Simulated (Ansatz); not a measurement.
Energy needed to pull apart BH2O2 (SMILES [O]BO), doublet, into free ground-state atoms, from the structure below (displaced at random from a GFN2-xTB minimum); no zero-point or spin–orbit terms; open-shell atoms are treated unrestricted, in their ground-state multiplicity.

```
5
angstrom
O -0.4101 -1.4850 -0.3334
B -0.1202 -0.1343 -0.2361
O 0.4219 0.7533 0.3537
H -1.1995 0.4208 -0.5310
H 1.3078 0.3920 0.6517
```

Ansatz 0.2.0; basis: def2-TZVPP; cores frozen in the correlated methods; orbitals are unrestricted.

```csv
method,atomization energy (eV)
PBE-D4,19.46
r2SCAN-D4,18.97
B97M-V,?
PBE0-D4,?
r2SCAN0-D4,18.29
wB97M-V,18.67
HF,12.71
MP2,18.28
CCSD,17.49
CCSD(T),17.85
```

Question: What does PBE0-D4 give? (An estimate is asked for; the value comes from the calculation.)

Answer: By the calculation: 18.62 eV, which is about 0.77 eV more than CCSD(T)/def2-TZVPP.

Question: What does B97M-V give? (To be estimated.)

Answer: Computed: 18.81 eV, which is about 0.96 eV more than CCSD(T)/def2-TZVPP.

In triple zeta the MP2 and coupled-cluster atomization energies are still short of their basis limit by a few kcal/mol a bond, whereas those of the functionals are nearly converged, so these differences are not deviations from converged CCSD(T).

The T1 diagnostic stays at or below 0.036. ⟨S²⟩ of the unrestricted Hartree–Fock references: 0.77 (a pure state has 0.75).

For scale, one of the runs: CCSD(T)/def2-TZVPP forces, 121 basis functions (an equivalent command: `ansatz run in.yaml --threads 4`). Time: 65 s of wall clock on 4 CPU threads; the host was shared. Peak host memory: 2.2 GiB.
